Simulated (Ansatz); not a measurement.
The inner images of a band of C2H3FO (7 atoms, charge 0, multiplicity 1) are given out of order.

Method: RKS PBE/def2-SVP (Ansatz 0.2.0).

Initial state:

```xyz
7
Properties=species:S:1:pos:R:3
O -0.968 1.163 -0.182
C 0.076 0.501 0.377
C 0.504 -0.722 0.007
F -0.138 -1.377 -1.002
H -1.331 0.582 -0.882
H 0.571 1.054 1.189
H 1.348 -1.270 0.447
```

Final state:

```xyz
7
Properties=species:S:1:pos:R:3
O -1.097 0.758 -0.553
C -0.026 0.333 0.176
C 0.570 -0.860 -0.018
F 0.158 -1.736 -0.953
H -1.353 1.641 -0.239
H 0.376 0.992 0.964
H 1.434 -1.195 0.576
```

Problem. Put them in order from the first end to the last, with their energies above the first end.
A.
```xyz
7
Properties=species:S:1:pos:R:3
O -0.891 1.232 -0.270
C 0.088 0.495 0.318
C 0.520 -0.736 -0.019
F -0.003 -1.426 -1.062
H -1.517 0.635 -0.720
H 0.567 1.009 1.165
H 1.297 -1.277 0.542
```
B.
```xyz
7
Properties=species:S:1:pos:R:3
O -0.826 1.001 -0.669
C 0.048 0.409 0.203
C 0.563 -0.814 -0.021
F 0.190 -1.575 -1.062
H -1.655 1.200 -0.197
H 0.406 0.982 1.081
H 1.334 -1.271 0.619
```
C.
```xyz
7
Properties=species:S:1:pos:R:3
O -0.942 0.871 -0.663
C 0.010 0.365 0.173
C 0.568 -0.846 -0.016
F 0.184 -1.673 -1.004
H -1.527 1.457 -0.152
H 0.385 0.992 1.004
H 1.384 -1.234 0.612
```
D.
```xyz
7
Properties=species:S:1:pos:R:3
O -0.782 1.133 -0.586
C 0.074 0.450 0.240
C 0.554 -0.778 -0.030
F 0.176 -1.490 -1.102
H -1.701 0.937 -0.323
H 0.446 0.968 1.146
H 1.294 -1.288 0.609
```
E.
```xyz
7
Properties=species:S:1:pos:R:3
O -0.810 1.230 -0.432
C 0.091 0.480 0.271
C 0.534 -0.757 -0.028
F 0.095 -1.464 -1.088
H -1.652 0.746 -0.513
H 0.524 0.983 1.153
H 1.279 -1.286 0.590
```

Solution. A (+0.073 eV), E (+0.224 eV), D (+0.294 eV), B (+0.252 eV), C (+0.193 eV).

Run time: 58 s on 1 CPU thread of a shared host.
